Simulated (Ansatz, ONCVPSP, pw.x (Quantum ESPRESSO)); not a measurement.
# pw.x on sc Nb: one setting changed

Potential: optimised norm-conserving Vanderbilt (ONCV), ONCVPSP 4.0.1.1 (patched build), PBEsol; core [Ar] 3d10, reference 4s2 4p6 4d4 5s1; waves: 4s+5s: rc 1.95 bohr, ncon 4, nbas 8, qcut 4.7 1/bohr, 2 projectors; 4p: rc 2.10 bohr, ncon 3, nbas 8, qcut 7.5 1/bohr, 1 projector; 4d: rc 2.40 bohr, ncon 4, nbas 8, qcut 7.8 1/bohr, 2 projectors, debl 3.3 Ha; f scattering state at 0.1 Ha: rc 2.10 bohr, ncon 5, nbas 10, qcut 5 1/bohr, 2 projectors, debl 2.8 Ha; local part: polynomial inside 1.35 bohr (lpopt 5, dvloc0 2 Ha); core correction: none.

The reference run (k-mesh 12³, cutoffs 45/180 Ry, Fermi–Dirac 0.01 Ry, mixing_beta 0.4, conv_thr 1e-9, no spin) gives 0.92 GPa at 19.173 Å³/atom, where all-electron LAPW gives 1.63 GPa. This run, with its own iteration cap, changes smearing to mv.

```
&control
  calculation='scf', prefix='x', pseudo_dir='./', outdir='./tmp', tstress=.true., disk_io='none'
/
&system
  ibrav=0, nat=1, ntyp=1, ecutwfc=45, ecutrho=180, nbnd=14,
  occupations='smearing', smearing='mv', degauss=0.01
/
&electrons
  conv_thr=1e-09, mixing_beta=0.4, electron_maxstep=60
/
ATOMIC_SPECIES
Nb 1.0 Nb.UPF
CELL_PARAMETERS angstrom
  2.67647602 0.00000000 0.00000000
  0.00000000 2.67647602 0.00000000
  0.00000000 0.00000000 2.67647602
ATOMIC_POSITIONS crystal
Nb 0.0000 0.0000 0.0000
K_POINTS automatic
12 12 12 0 0 0
```

```bash
pw.x < Nb.scf.in > Nb.scf.out
```

How does the run end?

It converges in 9 iterations; the free energy moves by +27.4 meV/atom and the pressure by -0.14 GPa. This scheme is built to cancel the term in the square of the width that Fermi–Dirac smearing leaves in the F of a metal.

```
Message from routine setup:
     using ibrav=0 with symmetry is DISCOURAGED, use correct ibrav instead
     lattice parameter (alat)  =       5.0578  a.u.
     unit-cell volume          =     129.3858 (a.u.)^3
     number of electrons       =        13.00
     number of Kohn-Sham states=           14
     kinetic-energy cutoff     =      45.0000  Ry
     charge density cutoff     =     180.0000  Ry
     scf convergence threshold =      1.0E-09
     Exchange-correlation= PBESOL
     number of k points=    84  Marzari-Vanderbilt smearing, width (Ry)=  0.0100
     iteration #  1     ecut=    45.00 Ry     beta= 0.40
     total energy              =    -115.11198684 Ry
     estimated scf accuracy    <       0.06563444 Ry
     iteration #  2     ecut=    45.00 Ry     beta= 0.40
     total energy              =    -115.11525661 Ry
     estimated scf accuracy    <       0.00792339 Ry
     iteration #  3     ecut=    45.00 Ry     beta= 0.40
     total energy              =    -115.11603829 Ry
     estimated scf accuracy    <       0.00084811 Ry
     [... 3 iterations left out ...]
     iteration #  7     ecut=    45.00 Ry     beta= 0.40
     total energy              =    -115.11608001 Ry
     estimated scf accuracy    <       0.00000008 Ry
     iteration #  8     ecut=    45.00 Ry     beta= 0.40
     total energy              =    -115.11608004 Ry
     estimated scf accuracy    <          5.4E-09 Ry
     iteration #  9     ecut=    45.00 Ry     beta= 0.40
     the Fermi energy is    16.4052 ev
!    total energy              =    -115.11608004 Ry
     estimated scf accuracy    <          2.1E-11 Ry
     smearing contrib. (-TS)   =       0.00034186 Ry
     The total energy is F=E-TS. E is the sum of the following terms:
     one-electron contribution =     -24.86977972 Ry
     hartree contribution      =      18.19781457 Ry
     xc contribution           =     -13.63986914 Ry
     ewald contribution        =     -94.80458760 Ry
     convergence has been achieved in   9 iterations
          total   stress  (Ry/bohr**3)                   (kbar)     P=        7.81
     Message from routine punch:
     Nothing written, as per user request (disk_io='none')
```

The run took about 8.5 s on one core of a shared host (Intel(R) Xeon(R) Platinum 8488C, 96 threads, 744 GiB, load 32).
